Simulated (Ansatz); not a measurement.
# CH6SSi: vertical ionisation energy

One table from this session's results is given with a row withheld; the runs are named, their logs left out.

Program: Ansatz 0.2.0, Gaussian basis. Level of theory: unrestricted cation, the program's frozen cores in correlated methods. These are calculated values, not measurements.

The runs, in order: UKS PBE-D4/def2-TZVPP; UKS r2SCAN-D4/def2-TZVPP; UKS PBE0-D4/def2-TZVPP; UKS B3LYP-D4/def2-TZVPP; UKS wB97X-V/def2-TZVPP; UKS wB97M-V/def2-TZVPP; UKS B2PLYP/def2-TZVPP; UHF-CCSD(T)/def2-TZVPP; UHF-MP2/def2-QZVPP; extrapolation to the limit; then −ε(HOMO) from the neutral's earlier runs with LDA (SPW92), PBE-D4, revPBE-D4, BLYP-D4, r2SCAN-D4, B97M-V, PBE0-D4, B3LYP-D4, r2SCANh-D4, r2SCAN0-D4, HSE06-D4, BHLYP-D4, CAM-B3LYP-D4, LC-ωPBE, ωB97X-V, ωB97M-V.

### The geometry

An earlier PBE0-D4 in a triple-zeta def2 set relaxation fixed the geometry.

9 atoms, charge 0, spin multiplicity 1.

Atoms are counted from 1 here; the program's logs count them from 0.

Bond lengths: C1–S2 1.816 Å, C1–H4 1.090 Å, C1–H5 1.090 Å, C1–H6 1.090 Å, S2–Si3 2.124 Å, Si3–H7 1.483 Å, Si3–H8 1.488 Å, Si3–H9 1.488 Å. Angles: S2–C1–H4 111.1°, S2–C1–H5 106.8°, S2–C1–H6 111.1°, H4–C1–H5 108.9°, H4–C1–H6 110.0°, H5–C1–H6 108.9°, C1–S2–Si3 99.1°, S2–Si3–H7 106.4°, S2–Si3–H8 111.1°, S2–Si3–H9 111.1°, H7–Si3–H8 110.1°, H7–Si3–H9 110.1°, H8–Si3–H9 107.9°.

Coordinates:

```
C    -0.68930    1.01826   -0.88809
S     1.02147    0.42915   -0.73031
Si    0.74858   -0.98660    0.82970
H    -1.35933    0.20686   -1.17229
H    -0.69168    1.76992   -1.67686
H    -1.03325    1.47830    0.03827
H     2.08128   -1.58182    1.09274
H    -0.21605   -2.04639    0.42882
H     0.22687   -0.33387    2.06101
```

Set-up of the first run:

in.yaml

```yaml
crystal:
  periodic: [false, false, false]
  atoms:
    - {symbol: C, position_ang: [-0.689302, 1.018261, -0.888089]}
    - {symbol: S, position_ang: [1.021467, 0.429146, -0.730313]}
    - {symbol: Si, position_ang: [0.748583, -0.986597, 0.829700]}
    - {symbol: H, position_ang: [-1.359333, 0.206856, -1.172293]}
    - {symbol: H, position_ang: [-0.691676, 1.769919, -1.676857]}
    - {symbol: H, position_ang: [-1.033246, 1.478296, 0.038273]}
    - {symbol: H, position_ang: [2.081281, -1.581821, 1.092742]}
    - {symbol: H, position_ang: [-0.216046, -2.046390, 0.428823]}
    - {symbol: H, position_ang: [0.226870, -0.333868, 2.061015]}
basis:
  gaussian: {orbitals: def2-TZVPP}
total_charge: 1
magnetization: {spin_polarized: true, initial_magnetization: 1}
hamiltonian: {xc: pbe, dispersion: d4}
```

On the command line:

```sh
$ ansatz run in.yaml --threads 4 --pin off --events-out ev --progress --plain --max-ram 10444MiB
```

Among the steps run: Cation, UKS PBE-D4/def2-TZVPP; Cation, UKS r2SCAN-D4/def2-TZVPP; Cation, UKS PBE0-D4/def2-TZVPP; Cation, UKS B3LYP-D4/def2-TZVPP; Cation, UKS wB97X-V/def2-TZVPP; Cation, UKS wB97M-V/def2-TZVPP; Cation, UKS B2PLYP (frozen core)/def2-TZVPP; Cation, UHF-CCSD(T)/def2-TZVPP; Cation, UHF-MP2/def2-QZVPP.

One table of the session follows, with a row left open; its other results are not shown here.

It belongs to the step «Ionisation energies side by side». For comparison, −ε(HOMO) of the neutral from earlier runs:

| functional | −ε(HOMO) (eV) |
| --- | --- |
| LDA (SPW92) | 5.82 |
| PBE-D4 | 5.75 |
| revPBE-D4 | 5.71 |
| BLYP-D4 | 5.59 |
| r2SCAN-D4 | ? |
| B97M-V | 6.15 |
| PBE0-D4 | 6.95 |
| B3LYP-D4 | 6.71 |
| r2SCANh-D4 | 6.44 |
| r2SCAN0-D4 | 7.11 |
| HSE06-D4 | 6.55 |
| BHLYP-D4 | 8.02 |
| CAM-B3LYP-D4 | 8.26 |
| LC-ωPBE | 9.65 |
| ωB97X-V | 9.30 |
| ωB97M-V | 9.14 |

**Question.** Estimate the row for r2SCAN-D4.

Worked estimate for «−ε(HOMO) (eV)». Against the share of exact exchange, r2SCANh-D4 (0.1, 6.44), r2SCAN0-D4 (0.25, 7.11) give a slope of 4.47 per unit share; at 0 the line stands at 5.99.

As computed: −ε(HOMO) (eV): 6.00. In «−ε(HOMO) (eV)» the line misses by -0.01.

To keep in mind: The cation may have settled in a state other than its lowest; no search over hole states beyond the program's own was made.
